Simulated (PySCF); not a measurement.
2(5H)-thiophenone, C₄H₄OS.
Cartesian coordinates in Å at the PBE0-D3(BJ)/def2-SVP level; atoms count from 1:
```xyz
10
C4H4OS angstrom
O      2.4610   -0.5040   -1.0913
C      1.3730   -0.3789   -0.6061
C      0.6668    0.8839   -0.2942
C     -0.5474    0.7364    0.2442
C     -1.0110   -0.6674    0.4470
S      0.3110   -1.7625   -0.1240
H      1.1605    1.8321   -0.5123
H     -1.1936    1.5702    0.5313
H     -1.2366   -0.8654    1.5082
H     -1.9341   -0.8643   -0.1241
```

All values: CAM-B3LYP/def2-SVPD (PySCF, non-relativistic), on one gas-phase PBE0-D3(BJ)/def2-SVP geometry that isn't relaxed in the solvent. The solvent is an IEF-PCM continuum (van der Waals radii × 1.2), and excitations are vertical TDDFT with non-equilibrium linear response and a frozen core. Specific hydrogen bonds and non-electrostatic terms are outside this model.

Gas-phase singlets (H = HOMO, L = LUMO):

```
state  E (eV)  λ (nm)      f  leading configuration
   S1   4.350     285  0.000              H-1→L 93%
   S2   5.048     246  0.044                H→L 95%
   S3   5.827     213  0.000              H→L+1 48%
   S4   6.232     199  0.175              H-2→L 90%
   S5   6.936     179  0.028              H→L+1 38%
```

Problem. Give the list for chloroform (ε = 4.711), n² = 2.09.

Solution. 
```
state  E (eV)  λ (nm)      f  leading configuration  change by rank (eV)
   S1   4.518     274  0.001              H-1→L 94%               +0.168
   S2   5.095     243  0.070                H→L 96%               +0.047
   S3   5.868     211  0.000              H→L+1 76%               +0.041
   S4   6.043     205  0.260              H-2→L 93%               -0.189
   S5   6.998     177  0.051              H→L+2 81%               +0.062
```

Problem. The ground-state energy changes by -0.226 eV from gas to chloroform. By how much does the total energy of gas-phase S1 change?

Solution. E(S1) = E(S0) + excitation energy, so it changes by -0.226 + 0.168 = -0.058 eV: it is lowered less than the ground state, which is what a blue shift means. This is the vertical state, with the slow part of the continuum still set for S0.

Problem. How do the frontier levels move from gas to chloroform?

Solution. 
```json
{"orbital": "LUMO+2", "gas (eV)": "1.27", "solvent (eV)": "1.37", "change (eV)": "+0.10", "Löwdin shares, gas": "S6 40 %, C4 16 %, H8 11 %, C3 8 %", "Löwdin shares, solvent": "S6 43 %, C4 12 %, C3 12 %, C5 8 %"}
{"orbital": "LUMO+1", "gas (eV)": "0.91", "solvent (eV)": "1.11", "change (eV)": "+0.20", "Löwdin shares, gas": "S6 48 %, C5 10 %, C4 9 %, H9 9 %", "Löwdin shares, solvent": "S6 64 %, C5 9 %, C2 7 %, H9 5 %"}
{"orbital": "LUMO", "gas (eV)": "-0.59", "solvent (eV)": "-0.48", "change (eV)": "+0.11", "Löwdin shares, gas": "C4 28 %, C2 19 %, O1 17 %, C3 17 %", "Löwdin shares, solvent": "C4 27 %, C2 21 %, O1 18 %, C3 15 %"}
{"orbital": "HOMO", "gas (eV)": "-8.75", "solvent (eV)": "-8.75", "change (eV)": "0.00", "Löwdin shares, gas": "S6 64 %, O1 11 %, C5 10 %, C2 10 %", "Löwdin shares, solvent": "S6 64 %, O1 10 %, C5 10 %, C2 10 %"}
{"orbital": "HOMO-1", "gas (eV)": "-9.11", "solvent (eV)": "-9.21", "change (eV)": "-0.10", "Löwdin shares, gas": "O1 55 %, S6 20 %, C2 12 %, C3 8 %", "Löwdin shares, solvent": "O1 53 %, S6 20 %, C2 12 %, C3 9 %"}
{"orbital": "HOMO-2", "gas (eV)": "-9.82", "solvent (eV)": "-9.62", "change (eV)": "+0.20", "Löwdin shares, gas": "C3 34 %, C4 31 %, O1 10 %, C5 7 %", "Löwdin shares, solvent": "C3 35 %, C4 30 %, O1 10 %, C5 8 %"}
{"orbital": "HOMO-3", "gas (eV)": "-11.46", "solvent (eV)": "-11.36", "change (eV)": "+0.10", "Löwdin shares, gas": "S6 56 %, C5 18 %, C4 9 %, C2 5 %", "Löwdin shares, solvent": "S6 55 %, C5 18 %, C4 10 %, H8 4 %"}
```

The HOMO–LUMO gap goes from 8.16 to 8.28 eV. Rows go by rank; for LUMO+1 the atom shares or the degeneracy differ between the runs, so the row needn't follow one orbital.
